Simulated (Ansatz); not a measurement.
```yaml
crystal:
  periodic: [false, false, false]
  atoms:
    - {symbol: Al, position_ang: [-0.476919, -1.201467, 0.158283]}
    - {symbol: Al, position_ang: [-0.297338, 1.200247, -0.491426]}
    - {symbol: H, position_ang: [0.820963, -0.247508, -0.768987]}
    - {symbol: H, position_ang: [-0.018087, 0.305008, 1.100053]}
basis:
  gaussian: {orbitals: def2-mTZVPP, fitting: {mean_field: def2-universal-jkfit}}
total_charge: 1
magnetization: {spin_polarized: true, initial_magnetization: 1}
hamiltonian: {xc: {name: HF}}
correlation: {method: ccsd_t}
scf: {omitted_lower_state_checks: [starts]}
```

```sh
$ ansatz run in.yaml --threads 4 --pin off --events-out ev --progress --plain --max-ram 3916MiB
```

It prints (some lines left out):

```
Functional definition: HF
292 factors; integrals over basis functions are off by at most 3.9e-1 eV
mean field evaluation 1: about -13187.4461 eV, gradient 7.4e0 eV
mean field evaluation 2: about -13188.0424 eV, gradient 2.3e0 eV
mean field evaluation 4: about -13188.2218 eV, gradient 6.7e-1 eV
mean field evaluation 8: about -13188.2505 eV, gradient 1.8e-2 eV
mean field evaluation 16: about -13188.3653 eV, gradient 3.6e-4 eV
mean field evaluation 32: about -13188.3593 eV, gradient 3.1e-3 eV
mean field evaluation 64: about -13188.3593 eV, gradient 9.3e-4 eV
mean field -13188.36527420 eV, -484.6634844319 hartree, gradient 2.3e-6 eV, S^2 1.210358; 3 other end points of the search recorded, 0 dependent functions left out
determinant -13188.36527420 eV, -484.6634844319 hartree, with singles and doubles -13191.66392153 eV, -484.7847074852 hartree
determinant -13188.35933112 eV, -484.6632660276 hartree, with singles and doubles -13191.66141121 eV, -484.7846152326 hartree
determinant -13187.75914529 eV, -484.6412096050 hartree, with singles and doubles -13190.60255044 eV, -484.7457028170 hartree
determinant -13188.36527420 eV, -484.6634844319 hartree, with singles and doubles -13191.69065515 eV, -484.7856899276 hartree
determinant -13188.35933112 eV, -484.6632660276 hartree, with singles and doubles -13191.68898542 eV, -484.7856285662 hartree
determinant -13188.25043902 eV, -484.6592643167 hartree, with singles and doubles -13191.78141397 eV, -484.7890252528 hartree
10 core orbitals not correlated: weight in the atoms' cores, before any rotation towards them, 1.000 or more for the frozen orbitals, at most 0.000 for the correlated occupied ones
reference -13188.36527420 eV, -484.6634844319 hartree; 4, 3 occupied and 40, 41 virtual orbitals, 292 factors
second order -2.30904653 eV of doubles, -0.00000000 eV of singles
cycle   1  -3.32538172 eV  change   -7.8e-7 eV  update   4.7e-6
perturbative correction -0.17954660 eV, -0.0065982160 hartree
Total energy: -13191.87020253 eV, -484.7922881722 hartree
Checks for a lower state left out: starts
```

It took 1.1 s on 4 threads of Arm Neoverse V1 on a shared host.

Correlated methods freeze 10 core orbitals. T1 of the charge 1 doublet is large (up to 0.111), so the single-reference result is doubtful. The charge 1 doublet is spin-contaminated (final ⟨S²⟩ up to 1.21, 0.75 for a pure state).
